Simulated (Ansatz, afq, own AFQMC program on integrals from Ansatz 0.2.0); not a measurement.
# BH4⁺, triplet in 6-31G, levels against full CI

```xyz
5

B     0.0038   -0.0038   -0.0083
H     0.4763    0.4825    1.0490
H    -0.4820   -0.4747    1.0499
H    -0.4681    0.4676   -1.0726
H     0.4326   -0.4341   -0.9373
```

Basis 6-31G. Only valence electrons are correlated. Ansatz 0.2.0 and our own AFQMC program on the same integrals; the CISD trial comes from CCSD amplitudes, and released means the phaseless constraint is let go. Uncertainties: one standard error, sampling alone.

Determinant: UHF, the one that the program's search chose, which needn't be the lowest solution. The geometry is a point of a scan.

Full CI on the same integrals is exact in this basis and with this determinant's frozen core.

Cautions: lower spins were not checked.

The T1 diagnostic is 0.0082, the weight of the determinant in the CISD state is 0.956 and the ⟨S²⟩ of the determinant is 2.004. The size of the correlated space is 6 electrons in 16 orbitals.

Reference: full CI, correlation energy -1.974 eV. The released energy is read at 2.40 1/Eh (meV from the phaseless value at times in 1/Eh: -0.4 ± 0.5 at 0.24, -1.2 ± 0.4 at 0.51, -1.5 ± 0.4 at 0.99, -2.33 ± 0.24 at 1.62, -2.2 ± 0.4 at 2.40).

```tsv
level	E − E(reference) (mEh)	share of correlation (%)
HF	72.55	0.00
MP2	19.93	72.53
CCSD	1.25	98.27
CCSD(T)	0.34	99.52
CCSDT	0.02	99.97
CCSDT(Q)	0.00	100.00
CCSDTQ	0.00	100.00
ph-AFQMC/HF	0.58 ± 0.38	99.19
ph-AFQMC/CISD	0.09 ± 0.02	99.88
released AFQMC	0.01 ± 0.01	99.99
```

CCSDT and higher add their correlation energy to the determinant of the CCSD(T) run, since their own runs factorise the integrals more tightly (a shift of under 2 meV). A walk keeps the symmetry of its determinant, which the program's search chose and which needn't be the lowest solution, so a lower state of the same spin and another symmetry isn't excluded. Released energies are given only where the last usable release times agree within the noise; a slower fall can still hide under it.
